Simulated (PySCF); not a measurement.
Species: C2H4F2N (doublet state).
Atom-mapped SMILES: `[CH3:1][NH:2][C:3]([F:4])[F:5]` (hydrogens: H6, H7, H8 on C1; H9 on N2)

Structure used (GFN2-xTB), in Å, numbered top down from 1:
```
atom  x, y, z in Å
C1    -1.1110    0.1936   -0.1286
N2     0.1170   -0.5446    0.0330
C3     1.2930    0.1602    0.2693
F4     1.5808    1.0793   -0.6815
F5     2.3633   -0.6502    0.4327
H6    -1.4954    0.5863    0.8191
H7    -1.8555   -0.4681   -0.5677
H8    -0.9297    1.0261   -0.8057
H9     0.0512   -1.3766    0.6044
```

The hyperfine couplings belong to this conformer and change with its torsions.

Method used: UKS B3LYP, pcH-1 on C F H N, non-relativistic, mean-field spin-orbit, GIAO (PySCF 2.14.0). The structure is a single GFN2-xTB conformer in the gas phase; no vibrational or solvent corrections. The geometry wasn't refined by DFT: couplings that depend on bond lengths, twists or pyramidal angles can differ widely from those at the functional's own minimum. The SCF solution wasn't tested for stability.

(1) Where do the isotropic ENDOR lines of N2, F4/F5, H9 and H6/H7/H8 fall at 3339.8 mT, to first order?

(2) Which pairs are centred on the nuclear Larmor frequency, and which on half the coupling?

(3) At what field would the lower line of H9 fall to zero frequency?

## Answers

(1) For S = 1/2 in fast tumbling each set of equivalent nuclei gives two lines, ν± = |νn ± a/2| to first order, with νn = g_N μN B/h and μN/h = 7.62259 MHz/T.

```
  nuclei  isotope     g_N  νn (MHz)  a_iso (MHz)  lower line (MHz)  upper line (MHz)
      N2      14N  0.4038     10.28         4.20              8.18             12.38
   F4/F5      19F  5.2577    133.85       371.29             51.79            319.50
      H9       1H  5.5857    142.20       -14.09            135.15            149.25
H6/H7/H8       1H  5.5857    142.20         8.65            137.87            146.53
```

(2) Centred on νn, since |a| < 2νn: N2, H9 and H6/H7/H8. Centred on |a|/2 and split by 2νn: F4/F5.

(3) Where νn = |a|/2, that is B = 7.05 MHz/(5.5857 × 7.62259 MHz/T) = 165 mT, as far as first order holds there.

Class means assume fast exchange of nuclei equivalent by connectivity; if that motion is slow, each nucleus keeps its own coupling. The three 1H nuclei of mean +8.7 MHz run from 3.2 to 19.2 MHz in the frozen geometry. The 19F value of +371.3 MHz is a mean of couplings from 332.8 to 409.8 MHz in this one geometry, not an average over conformers.

Largest spin populations (Mulliken): C3 (+0.75) and N2 (+0.15). The angles at C3 add up to 335.4°, so it is pyramidal.
